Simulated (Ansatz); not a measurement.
This script makes vertical spin-state energies of Cl₂ with the Python package of Ansatz (0.2.0).

`spin_cl2.py`:
```python
"""Vertical spin-state energies of Cl2."""

import logging
import sys

import ansatz as az
from ase import Atoms

logging.basicConfig(stream=sys.stdout, format="%(name)s: %(message)s")
log = logging.getLogger("ansatz_job")
log.setLevel(logging.INFO)

BASIS_SET = "cc-pVDZ"
FUNCTIONAL = "r2scan"


def main() -> None:
    atoms = Atoms(["Cl", "Cl"], positions=[
        (0.0, 0.0, 0.0),
        (0.0, 0.0, 1.94),
    ])
    cl2 = az.Crystal.molecule_from_ase(atoms)

    calculation = (
        cl2.calculation()
        .basis(gaussian=BASIS_SET)
        .functional(FUNCTIONAL)
    )
    found = {}
    for unpaired in [0, 2, 4]:
        report = calculation.spin("collinear", total=unpaired).run(threads=1).report
        s = unpaired / 2
        found[unpaired] = report["free_energy_ev"]
        log.info(f"2S+1 = {unpaired + 1}: E = {found[unpaired]:.5f} eV, <S^2> = {abs(report['mean_field']['state']['spin_squared']):.3f} (pure state {s * (s + 1):.2f})")
    lowest = min(found, key=found.get)
    for unpaired, e in found.items():
        log.info(f"multiplicity {unpaired + 1}: {(e - found[lowest]):.3f} eV above the lowest")


if __name__ == "__main__":
    main()
```

Which spin state is lowest at this geometry, and how far above lie the others?

In order: multiplicity 1 (+0.00 eV), multiplicity 3 (+3.12 eV) and multiplicity 5 (+19.43 eV), all at the one geometry.

The output:

```console
$ python spin_cl2.py
ansatz_job: 2S+1 = 1: E = -25042.65414 eV, <S^2> = 0.000 (pure state 0.00)
ansatz_job: 2S+1 = 3: E = -25039.53074 eV, <S^2> = 2.003 (pure state 2.00)
ansatz_job: 2S+1 = 5: E = -25023.22611 eV, <S^2> = 6.003 (pure state 6.00)
ansatz_job: multiplicity 1: 0.000 eV above the lowest
ansatz_job: multiplicity 3: 3.123 eV above the lowest
ansatz_job: multiplicity 5: 19.428 eV above the lowest
```

What to keep in mind:
- Total energies depend on the basis set; only differences at equal settings carry meaning.
- The geometry is a force-field or estimated start, not a minimum of this method, and the basis set is short of its limit. All parts are taken at fixed geometry, without zero-point energy.
- The spin state was assumed, and another may lie lower.
- Wall time of the script: 9.9 s on 1 thread of Arm Neoverse N1, with other jobs on the host, peak memory 0.18 GiB.

(Lines on the test bed's own set-up are left out of the output.)
